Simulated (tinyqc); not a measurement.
Worked calculation: RKS/BP86 in the sto-6g basis, for BH, spin multiplicity 1. Computed by tinyqc, a small Python program that keeps every step (integrals from PySCF). Settings: charge = 0, multiplicity = 1, basis = sto-6g, energy threshold = 1e-09, iteration cap = 56, orthogonalisation = symmetric, start = core, DIIS depth = 0, damping = 0.5, method = RKS, functional = b88,p86, grid = [20, 14]. Command: `OMP_NUM_THREADS=1 python tinyqc.py 31033 31034 out.jsonl` (the two numbers bound the seeds that draw the settings). One thread of a shared host (Intel(R) Xeon(R) Processor @ 2.60GHz), about 0.5 s of CPU time with the checks. Later iterations appear only in the table of the cycle.

## One-electron integrals

Geometry (angstrom):
```
atom       x       y       z
B     0.0000  0.0000  0.0000
H     0.0000  0.0000  1.8870
```

Basis sto-6g: exponents (1/bohr^2) and contraction coefficients of normalised primitives:
```
element  l (shell)  exponent  coefficient
B            s (1)  506.0111       0.0092
B            s (1)   92.7768       0.0494
B            s (1)   25.9557       0.1685
B            s (1)    8.9164       0.3706
B            s (1)    3.4625       0.4165
B            s (1)    1.4261       0.1303
B            s (2)   23.1946      -0.0133
B            s (2)    4.5908      -0.0470
B            s (2)    1.4268      -0.0338
B            s (2)    0.5489       0.2502
B            s (2)    0.2384       0.5951
B            s (2)    0.1093       0.2407
B            p (3)   23.1946       0.0038
B            p (3)    4.5908       0.0377
B            p (3)    1.4268       0.1739
B            p (3)    0.5489       0.4180
B            p (3)    0.2384       0.4259
B            p (3)    0.1093       0.1017
H            s (1)   35.5232       0.0092
H            s (1)    6.5131       0.0494
H            s (1)    1.8221       0.1685
H            s (1)    0.6260       0.3706
H            s (1)    0.2431       0.4165
H            s (1)    0.1001       0.1303
```

Overlap, kinetic and nuclear-attraction integrals over the contracted functions; the nuclear repulsion is the sum of Za Zb / Rab.

nuclear repulsion = 1.402165 hartree

overlap S:
```
         1B 1s   1B 2s  1B 2px  1B 2py  1B 2pz   2H 1s
1B 1s   1.0000  0.2649  0.0000  0.0000  0.0000  0.0141
1B 2s   0.2649  1.0000  0.0000  0.0000  0.0000  0.1948
1B 2px  0.0000  0.0000  1.0000  0.0000  0.0000  0.0000
1B 2py  0.0000  0.0000  0.0000  1.0000  0.0000  0.0000
1B 2pz  0.0000  0.0000  0.0000  0.0000  1.0000  0.2389
2H 1s   0.0141  0.1948  0.0000  0.0000  0.2389  1.0000
```

kinetic energy T (hartree):
```
          1B 1s    1B 2s  1B 2px  1B 2py  1B 2pz    2H 1s
1B 1s   10.9472  -0.3339  0.0000  0.0000  0.0000  -0.0056
1B 2s   -0.3339   0.3745  0.0000  0.0000  0.0000  -0.0043
1B 2px   0.0000   0.0000  1.1250  0.0000  0.0000   0.0000
1B 2py   0.0000   0.0000  0.0000  1.1250  0.0000   0.0000
1B 2pz   0.0000   0.0000  0.0000  0.0000  1.1250   0.0287
2H 1s   -0.0056  -0.0043  0.0000  0.0000  0.0287   0.7685
```

nuclear attraction V (hartree):
```
           1B 1s    1B 2s   1B 2px   1B 2py   1B 2pz    2H 1s
1B 1s   -23.6722  -2.8185   0.0000   0.0000  -0.0078  -0.1635
1B 2s    -2.8185  -4.0300   0.0000   0.0000  -0.0747  -0.5765
1B 2px    0.0000   0.0000  -4.0157   0.0000   0.0000   0.0000
1B 2py    0.0000   0.0000   0.0000  -4.0157   0.0000   0.0000
1B 2pz   -0.0078  -0.0747   0.0000   0.0000  -4.0581  -0.6668
2H 1s    -0.1635  -0.5765   0.0000   0.0000  -0.6668  -2.6406
```

core Hamiltonian H = T + V (hartree):
```
           1B 1s    1B 2s   1B 2px   1B 2py   1B 2pz    2H 1s
1B 1s   -12.7249  -3.1524   0.0000   0.0000  -0.0078  -0.1691
1B 2s    -3.1524  -3.6555   0.0000   0.0000  -0.0747  -0.5808
1B 2px    0.0000   0.0000  -2.8907   0.0000   0.0000   0.0000
1B 2py    0.0000   0.0000   0.0000  -2.8907   0.0000   0.0000
1B 2pz   -0.0078  -0.0747   0.0000   0.0000  -2.9330  -0.6382
2H 1s    -0.1691  -0.5808   0.0000   0.0000  -0.6382  -1.8721
```

## Two-electron integrals

Functions are numbered as in S; the eight-fold symmetry (ij|kl) = (ji|kl) = (kl|ij) leaves the list below.

Two-electron integrals (ij|kl) in chemists' order, unique and non-zero (hartree):
```
(11|11) 2.9250     (21|11) 0.4808     (21|21) 0.0995     (22|11) 0.7434
(22|21) 0.1890     (22|22) 0.5449     (31|31) 0.0211     (32|31) 0.0309
(32|32) 0.1204     (33|11) 0.7434     (33|21) 0.1890     (33|22) 0.5449
(33|33) 0.5871     (41|41) 0.0211     (42|41) 0.0309     (42|42) 0.1204
(43|43) 0.0316     (44|11) 0.7434     (44|21) 0.1890     (44|22) 0.5449
(44|33) 0.5238     (44|44) 0.5871     (51|51) 0.0211     (52|51) 0.0309
(52|52) 0.1204     (53|53) 0.0316     (54|54) 0.0316     (55|11) 0.7434
(55|21) 0.1890     (55|22) 0.5449     (55|33) 0.5238     (55|44) 0.5238
(55|55) 0.5871     (61|11) 0.0261     (61|21) 0.0053     (61|22) 0.0100
(61|33) 0.0099     (61|44) 0.0099     (61|51) 4.18e-04   (61|52) 0.0008
(61|55) 0.0101     (61|61) 2.88e-04   (62|11) 0.0915     (62|21) 0.0238
(62|22) 0.0794     (62|33) 0.0770     (62|44) 0.0770     (62|51) 0.0027
(62|52) 0.0181     (62|55) 0.0843     (62|61) 0.0014     (62|62) 0.0194
(63|31) 0.0020     (63|32) 0.0101     (63|53) 0.0030     (63|63) 0.0016
(64|41) 0.0020     (64|42) 0.0101     (64|54) 0.0030     (64|64) 0.0016
(65|11) 0.0990     (65|21) 0.0261     (65|22) 0.0908     (65|33) 0.0865
(65|44) 0.0865     (65|51) 0.0044     (65|52) 0.0283     (65|55) 0.0996
(65|61) 0.0015     (65|62) 0.0256     (65|65) 0.0348     (66|11) 0.2802
(66|21) 0.0742     (66|22) 0.2776     (66|33) 0.2652     (66|44) 0.2652
(66|51) 0.0077     (66|52) 0.0711     (66|55) 0.3023     (66|61) 0.0042
(66|62) 0.0981     (66|65) 0.1386     (66|66) 0.7750
```

## Orthogonalisation

S = U s U^T; symmetric (Loewdin) form X = U s^(-1/2) U^T, so that X^T S X = 1.

eigenvalues of S: 0.6384  0.8212  1.0000  1.0000  1.1651  1.3752

X:
```
          1B 1s    1B 2s  1B 2px  1B 2py   1B 2pz    2H 1s
1B 1s    1.0282  -0.1411  0.0000  0.0000  -0.0030   0.0141
1B 2s   -0.1411   1.0442  0.0000  0.0000   0.0195  -0.1070
1B 2px   0.0000   0.0000  1.0000  0.0000   0.0000   0.0000
1B 2py   0.0000   0.0000  0.0000  1.0000   0.0000   0.0000
1B 2pz  -0.0030   0.0195  0.0000  0.0000   1.0230  -0.1272
2H 1s    0.0141  -0.1070  0.0000  0.0000  -0.1272   1.0387
```

## Starting guess

The start is the orbitals of the core Hamiltonian; D = 2 C_occ C_occ^T.

D at the start:
```
          1B 1s    1B 2s  1B 2px  1B 2py   1B 2pz    2H 1s
1B 1s    2.1532  -0.5801  0.0000  0.0000  -0.0121   0.0363
1B 2s   -0.5801   2.1937  0.0000  0.0000   0.0508  -0.1213
1B 2px   0.0000   0.0000  0.0000  0.0000   0.0000   0.0000
1B 2py   0.0000   0.0000  0.0000  0.0000   0.0000   0.0000
1B 2pz  -0.0121   0.0508  0.0000  0.0000   2.0602  -0.1476
2H 1s    0.0363  -0.1213  0.0000  0.0000  -0.1476   0.0169
```

## Iteration 1: exchange-correlation on the grid

Becke grid with 20 radial and 14 angular points per atom, points of zero weight dropped. rho = sum D_ij phi_i phi_j; V_xc,ij = sum w v_xc phi_i phi_j plus the gradient terms; v_xc is d(rho eps)/d rho at fixed gradient.

The 12 grid points with the largest w rho, of 550 (bohr, atomic units):
```
x              y        z       w     rho  |grad rho|^2   eps_xc     v_xc
0.0000    0.0000  -1.5096  0.8428  0.1616        0.0724  -0.4680  -0.5887
0.0000    0.0000   1.5096  0.8009  0.1621        0.0800  -0.4693  -0.5882
0.0000    0.0000  -1.9991  1.8079  0.0657        0.0171  -0.3641  -0.4370
0.0000    0.0000   1.1118  0.3671  0.2934        0.1218  -0.5555  -0.7174
0.0000    0.0000  -1.1118  0.3687  0.2867        0.1111  -0.5514  -0.7124
-0.8715   0.8715   0.8715  0.9455  0.0840        0.0252  -0.3891  -0.4746
-0.8715  -0.8715   0.8715  0.9455  0.0840        0.0252  -0.3891  -0.4746
0.8715    0.8715   0.8715  0.9455  0.0840        0.0252  -0.3891  -0.4746
0.8715   -0.8715   0.8715  0.9455  0.0840        0.0252  -0.3891  -0.4746
0.8715   -0.8715  -0.8715  0.9481  0.0815        0.0235  -0.3856  -0.4702
0.8715    0.8715  -0.8715  0.9481  0.0815        0.0235  -0.3856  -0.4702
-0.8715  -0.8715  -0.8715  0.9481  0.0815        0.0235  -0.3856  -0.4702
```

electrons on the grid, sum of w rho = 5.9937

E_xc = sum of w rho eps_xc = -4.595071 hartree

V_xc (hartree):
```
          1B 1s    1B 2s   1B 2px   1B 2py   1B 2pz    2H 1s
1B 1s   -1.9165  -0.2630   0.0000   0.0000  -0.0004  -0.0151
1B 2s   -0.2630  -0.4637   0.0000   0.0000   0.0009  -0.0567
1B 2px   0.0000   0.0000  -0.4363   0.0000   0.0000   0.0000
1B 2py   0.0000   0.0000   0.0000  -0.4363   0.0000   0.0000
1B 2pz  -0.0004   0.0009   0.0000   0.0000  -0.5186  -0.0622
2H 1s   -0.0151  -0.0567   0.0000   0.0000  -0.0622  -0.1215
```

## Iteration 1: building the Kohn-Sham matrix

J_ij = sum D_kl (ij|kl); F = H + J + V_xc; E = tr D H + tr D J / 2 + E_xc + E_nn.

Coulomb J (hartree):
```
         1B 1s   1B 2s  1B 2px  1B 2py  1B 2pz   2H 1s
1B 1s   8.8583  1.7118  0.0000  0.0000  0.0008  0.0922
1B 2s   1.7118  3.6590  0.0000  0.0000  0.0000  0.5084
1B 2px  0.0000  0.0000  3.6172  0.0000  0.0000  0.0000
1B 2py  0.0000  0.0000  0.0000  3.6172  0.0000  0.0000
1B 2pz  0.0008  0.0000  0.0000  0.0000  3.7426  0.5761
2H 1s   0.0922  0.5084  0.0000  0.0000  0.5761  1.7045
```

Kohn-Sham matrix F (hartree):
```
          1B 1s    1B 2s  1B 2px  1B 2py   1B 2pz    2H 1s
1B 1s   -5.7831  -1.7036  0.0000  0.0000  -0.0074  -0.0920
1B 2s   -1.7036  -0.4603  0.0000  0.0000  -0.0738  -0.1292
1B 2px   0.0000   0.0000  0.2902  0.0000   0.0000   0.0000
1B 2py   0.0000   0.0000  0.0000  0.2902   0.0000   0.0000
1B 2pz  -0.0074  -0.0738  0.0000  0.0000   0.2910  -0.1243
2H 1s   -0.0920  -0.1292  0.0000  0.0000  -0.1243  -0.2891
```

total energy of this density = -24.435760 hartree

This density is the starting one.

## Iteration 1: diagonalisation and new density

Diagonalise F' = X^T F X, C = X C', fill 3 alpha and 3 beta electrons from the bottom; D = 2 C_occ C_occ^T; the new density keeps 0.5 of the old one (damping). Each column has its largest component positive (the first on a tie).

F' = X^T F X (hartree):
```
         1        2       3       4        5        6
1  -5.6305  -0.9489  0.0000  0.0000  -0.0054   0.0170
2  -0.9489  -0.0945  0.0000  0.0000  -0.0481  -0.0788
3   0.0000   0.0000  0.2902  0.0000   0.0000   0.0000
4   0.0000   0.0000  0.0000  0.2902   0.0000   0.0000
5  -0.0054  -0.0481  0.0000  0.0000   0.3299  -0.1293
6   0.0170  -0.0788  0.0000  0.0000  -0.1293  -0.2516
```

orbital energies (hartree): MO1 -5.7887, MO2 -0.3006, MO3 0.0822, MO4 0.2902, MO5 0.2902, MO6 0.3603

coefficients C:
```
            MO1      MO2      MO3     MO4      MO5      MO6
1B 1s    0.9910  -0.0601  -0.3018  0.0000   0.0000   0.0232
1B 2s    0.0325   0.1520   1.0457  0.0000   0.0000  -0.0666
1B 2px   0.0000   0.0000   0.0000  0.4129   0.9108   0.0000
1B 2py   0.0000   0.0000   0.0000  0.9108  -0.4129   0.0000
1B 2pz   0.0025   0.1008   0.1022  0.0000   0.0000   1.0211
2H 1s   -0.0046   0.9324  -0.3728  0.0000   0.0000  -0.3137
```

D after iteration 1:
```
          1B 1s    1B 2s  1B 2px  1B 2py   1B 2pz    2H 1s
1B 1s    2.1533  -0.5825  0.0000  0.0000  -0.0405   0.0701
1B 2s   -0.5825   2.2146  0.0000  0.0000   0.1477  -0.3090
1B 2px   0.0000   0.0000  0.0000  0.0000   0.0000   0.0000
1B 2py   0.0000   0.0000  0.0000  0.0000   0.0000   0.0000
1B 2pz  -0.0405   0.1477  0.0000  0.0000   1.0507  -0.0179
2H 1s    0.0701  -0.3090  0.0000  0.0000  -0.0179   1.0169
```

Within a degenerate level the vectors are fixed only up to a rotation; this is one choice.

## Iteration 2: exchange-correlation on the grid

As before.

The 12 grid points with the largest w rho, of 550 (bohr, atomic units):
```
x              y        z       w     rho  |grad rho|^2   eps_xc     v_xc
0.0000    0.0000   1.5096  0.8009  0.1135        0.0338  -0.4211  -0.5265
0.0000    0.0000  -1.5096  0.8428  0.0954        0.0249  -0.4005  -0.4976
0.0000    0.0000   1.1118  0.3671  0.1998        0.0525  -0.4939  -0.6357
0.0000    0.0000  -1.9991  1.8079  0.0388        0.0060  -0.3143  -0.3689
-0.8715   0.8715   0.8715  0.9455  0.0683        0.0145  -0.3650  -0.4459
-0.8715  -0.8715   0.8715  0.9455  0.0683        0.0145  -0.3650  -0.4459
0.8715    0.8715   0.8715  0.9455  0.0683        0.0145  -0.3650  -0.4459
0.8715   -0.8715   0.8715  0.9455  0.0683        0.0145  -0.3650  -0.4459
0.0000    0.0000   1.9991  1.2136  0.0529        0.0041  -0.3325  -0.4179
0.0000    0.0000  -1.1118  0.3687  0.1681        0.0376  -0.4688  -0.6020
-1.1542   1.1542   1.1542  1.9972  0.0277        0.0033  -0.2877  -0.3297
-1.1542  -1.1542   1.1542  1.9972  0.0277        0.0033  -0.2877  -0.3297
```

electrons on the grid, sum of w rho = 5.9910

E_xc = sum of w rho eps_xc = -4.447614 hartree

V_xc (hartree):
```
          1B 1s    1B 2s   1B 2px   1B 2py   1B 2pz    2H 1s
1B 1s   -1.9099  -0.2565   0.0000   0.0000  -0.0015  -0.0148
1B 2s   -0.2565  -0.4365   0.0000   0.0000  -0.0101  -0.0716
1B 2px   0.0000   0.0000  -0.4180   0.0000   0.0000   0.0000
1B 2py   0.0000   0.0000   0.0000  -0.4180   0.0000   0.0000
1B 2pz  -0.0015  -0.0101   0.0000   0.0000  -0.4734  -0.0889
2H 1s   -0.0148  -0.0716   0.0000   0.0000  -0.0889  -0.4366
```

## Iteration 2: building the Kohn-Sham matrix

As before.

Coulomb J (hartree):
```
         1B 1s   1B 2s  1B 2px  1B 2py  1B 2pz   2H 1s
1B 1s   8.3945  1.5969  0.0000  0.0000  0.0135  0.0865
1B 2s   1.5969  3.3914  0.0000  0.0000  0.0933  0.5258
1B 2px  0.0000  0.0000  3.3583  0.0000  0.0000  0.0000
1B 2py  0.0000  0.0000  0.0000  3.3583  0.0000  0.0000
1B 2pz  0.0135  0.0933  0.0000  0.0000  3.4576  0.6208
2H 1s   0.0865  0.5258  0.0000  0.0000  0.6208  2.1926
```

Kohn-Sham matrix F (hartree):
```
          1B 1s    1B 2s  1B 2px  1B 2py   1B 2pz    2H 1s
1B 1s   -6.2403  -1.8119  0.0000  0.0000   0.0042  -0.0974
1B 2s   -1.8119  -0.7006  0.0000  0.0000   0.0085  -0.1267
1B 2px   0.0000   0.0000  0.0497  0.0000   0.0000   0.0000
1B 2py   0.0000   0.0000  0.0000  0.0497   0.0000   0.0000
1B 2pz   0.0042   0.0085  0.0000  0.0000   0.0511  -0.1063
2H 1s   -0.0974  -0.1267  0.0000  0.0000  -0.1063  -0.1161
```

total energy of this density = -24.878057 hartree

This density is a damped mixture and is not idempotent.

## Iteration 2: diagonalisation and new density

As before.

F' = X^T F X (hartree):
```
         1        2       3       4        5        6
1  -6.0873  -0.9654  0.0000  0.0000  -0.0039   0.0151
2  -0.9654  -0.3293  0.0000  0.0000   0.0289  -0.0797
3   0.0000   0.0000  0.0497  0.0000   0.0000   0.0000
4   0.0000   0.0000  0.0000  0.0497   0.0000   0.0000
5  -0.0039   0.0289  0.0000  0.0000   0.0800  -0.1100
6   0.0151  -0.0797  0.0000  0.0000  -0.1100  -0.0746
```

orbital energies (hartree): MO1 -6.2448, MO2 -0.2212, MO3 -0.0952, MO4 0.0497, MO5 0.0497, MO6 0.1501

coefficients C:
```
            MO1      MO2      MO3      MO4     MO5      MO6
1B 1s    0.9920  -0.2448   0.1682   0.0000  0.0000  -0.0704
1B 2s    0.0289   0.8157  -0.6148   0.0000  0.0000   0.2794
1B 2px   0.0000   0.0000   0.0000   0.9918  0.1278   0.0000
1B 2py   0.0000   0.0000   0.0000  -0.1278  0.9918   0.0000
1B 2pz   0.0001   0.0694   0.4288   0.0000  0.0000   0.9352
2H 1s   -0.0036   0.4647   0.6968   0.0000  0.0000  -0.6367
```

D after iteration 2:
```
          1B 1s    1B 2s  1B 2px  1B 2py   1B 2pz    2H 1s
1B 1s    2.1490  -0.5656  0.0000  0.0000   0.0350   0.0348
1B 2s   -0.5656   2.1514  0.0000  0.0000  -0.1331  -0.2039
1B 2px   0.0000   0.0000  0.0000  0.0000   0.0000   0.0000
1B 2py   0.0000   0.0000  0.0000  0.0000   0.0000   0.0000
1B 2pz   0.0350  -0.1331  0.0000  0.0000   0.7140   0.3220
2H 1s    0.0348  -0.2039  0.0000  0.0000   0.3220   1.2099
```

Within a degenerate level the vectors are fixed only up to a rotation; this is one choice.

## Iteration 46 (converged): orbitals

converged F (hartree):
```
          1B 1s    1B 2s   1B 2px   1B 2py   1B 2pz    2H 1s
1B 1s   -6.3840  -1.8440   0.0000   0.0000  -0.0066  -0.0993
1B 2s   -1.8440  -0.7618   0.0000   0.0000  -0.0191  -0.1331
1B 2px   0.0000   0.0000  -0.0133   0.0000   0.0000   0.0000
1B 2py   0.0000   0.0000   0.0000  -0.0133   0.0000   0.0000
1B 2pz  -0.0066  -0.0191   0.0000   0.0000  -0.0067  -0.1126
2H 1s   -0.0993  -0.1331   0.0000   0.0000  -0.1126  -0.0787
```

Diagonalise F' = X^T F X, C = X C', fill 3 alpha and 3 beta electrons from the bottom; D = 2 C_occ C_occ^T. Each column has its largest component positive (the first on a tie).

F' = X^T F X (hartree):
```
         1        2        3        4        5        6
1  -6.2311  -0.9707   0.0000   0.0000  -0.0112   0.0160
2  -0.9707  -0.3888   0.0000   0.0000   0.0007  -0.0810
3   0.0000   0.0000  -0.0133   0.0000   0.0000   0.0000
4   0.0000   0.0000   0.0000  -0.0133   0.0000   0.0000
5  -0.0112   0.0007   0.0000   0.0000   0.0207  -0.1115
6   0.0160  -0.0810   0.0000   0.0000  -0.1115  -0.0335
```

orbital energies (hartree): MO1 -6.3882, MO2 -0.2667, MO3 -0.0945, MO4 -0.0133, MO5 -0.0133, MO6 0.1168

coefficients C:
```
            MO1      MO2      MO3      MO4     MO5      MO6
1B 1s    0.9924  -0.2710   0.1234   0.0000  0.0000  -0.0607
1B 2s    0.0275   0.9190  -0.4634   0.0000  0.0000   0.2493
1B 2px   0.0000   0.0000   0.0000   0.9824  0.1867   0.0000
1B 2py   0.0000   0.0000   0.0000  -0.1867  0.9824   0.0000
1B 2pz   0.0020   0.1150   0.5693   0.0000  0.0000   0.8520
2H 1s   -0.0038   0.2891   0.6443   0.0000  0.0000  -0.7799
```

D after iteration 46:
```
          1B 1s    1B 2s  1B 2px  1B 2py   1B 2pz    2H 1s
1B 1s    2.1472  -0.5579  0.0000  0.0000   0.0820  -0.0053
1B 2s   -0.5579   2.1201  0.0000  0.0000  -0.3161  -0.0660
1B 2px   0.0000   0.0000  0.0000  0.0000   0.0000   0.0000
1B 2py   0.0000   0.0000  0.0000  0.0000   0.0000   0.0000
1B 2pz   0.0820  -0.3161  0.0000  0.0000   0.6746   0.8000
2H 1s   -0.0053  -0.0660  0.0000  0.0000   0.8000   0.9973
```

Within a degenerate level the vectors are fixed only up to a rotation; this is one choice.

## Convergence

Stop when the energy changes by less than 1e-09 hartree and every element of the error matrix X^T (F D S - S D F) X is below 9e-06.

Course of the cycle:
```
iteration  E (hartree)     change  largest element of the error matrix
1           -24.435760          -                             3.13e-01
2           -24.878057  -4.42e-01                             9.25e-02
3           -24.979487  -1.01e-01                             5.78e-02
4           -25.031058  -5.16e-02                             4.26e-02
5           -25.058141  -2.71e-02                             4.21e-02
6           -25.072310  -1.42e-02                             3.17e-02
7           -25.079868  -7.56e-03                             2.79e-02
8           -25.083907  -4.04e-03                             2.19e-02
9           -25.086116  -2.21e-03                             1.83e-02
10          -25.087334  -1.22e-03                             1.47e-02
11          -25.088023  -6.89e-04                             1.21e-02
12          -25.088417  -3.94e-04                             9.82e-03
13          -25.088648  -2.31e-04                             8.00e-03
14          -25.088786  -1.38e-04                             6.52e-03
...                ...        ...                                  ...
33          -25.089012  -3.76e-08                             1.33e-04
34          -25.089012  -2.49e-08                             1.09e-04
35          -25.089012  -1.66e-08                             8.85e-05
36          -25.089012  -1.10e-08                             7.21e-05
37          -25.089012  -7.29e-09                             5.87e-05
38          -25.089012  -4.84e-09                             4.79e-05
39          -25.089012  -3.21e-09                             3.90e-05
40          -25.089012  -2.13e-09                             3.18e-05
41          -25.089012  -1.42e-09                             2.59e-05
42          -25.089012  -9.41e-10                             2.11e-05
43          -25.089012  -6.25e-10                             1.72e-05
44          -25.089012  -4.15e-10                             1.40e-05
45          -25.089012  -2.75e-10                             1.14e-05
46          -25.089012  -1.83e-10                             9.31e-06
```

PySCF RKS in the same basis, fine grid = -25.090133 hartree

Converged in 46 iterations. The coarse grid moves the energy by +1.12e-03 hartree.

## Populations, bond orders and dipole

Mulliken: Z minus the diagonal of D S on the atom; Loewdin: the same with S^(1/2) D S^(1/2); Mayer order: 2 sum_s sum (D(s) S)_ij (D(s) S)_ji over the two atoms.

Charges (e):
```
atom  Mulliken  Loewdin
1B      0.1755   0.1742
2H     -0.1755  -0.1742
```

Mayer bond orders:
```
pair   order
2-1   0.9692
```

dipole moment about the origin, x y z (debye): 0.0000  0.0000  -0.7676
